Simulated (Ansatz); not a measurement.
**How far each method lies from UCCSDT(Q) for H2Ge–BH2, doublet**

Geometry: a point of a stretch scan, not a stationary point.

```xyz
6

Ge    0.0000    0.0000    0.2299
B     0.0000    0.0000   -1.3861
H     0.0000    1.2553    1.1146
H     0.0000   -1.2553    1.1146
H     0.0000    1.0424   -1.9655
H     0.0000   -1.0424   -1.9655
```

Basis cc-pVDZ; Ansatz 0.2.0. Only valence electrons are correlated (noble-gas cores and the filled d shells of p-block atoms frozen), which leaves 11 electrons in 46 orbitals. R marks a restricted (for open shells ROHF) determinant, U an unrestricted one. No spin–orbit coupling is included, and no scalar relativity.

Full CI isn't at hand for all of this; UCCSDT(Q) serves as the reference, and is uncertain by about the last step of the cluster series.

```
UHF ⟨S²⟩                          : 0.758
T1 diagnostic (RCCSD)             : 0.0129
largest doubles amplitude (RCCSD) : 0.030
T1 diagnostic (UCCSD)             : 0.0105
```

Q: From what is known of these methods and the diagnostics, rank them by the size of their error in total energy against UCCSDT(Q) in cc-pVDZ, smallest first (an estimate: the text doesn't fix the numbers).
A. UCCSDT
B. UMP2
C. UCCSD
D. UHF
E. UCCSD(T)

A: A (0.5 kJ/mol), E (2.9 kJ/mol), C (15.6 kJ/mol), B (114.4 kJ/mol), D (563.6 kJ/mol).

All errors are against UCCSDT(Q) in cc-pVDZ. Within each family the higher level lies nearer, as is usual though not guaranteed.
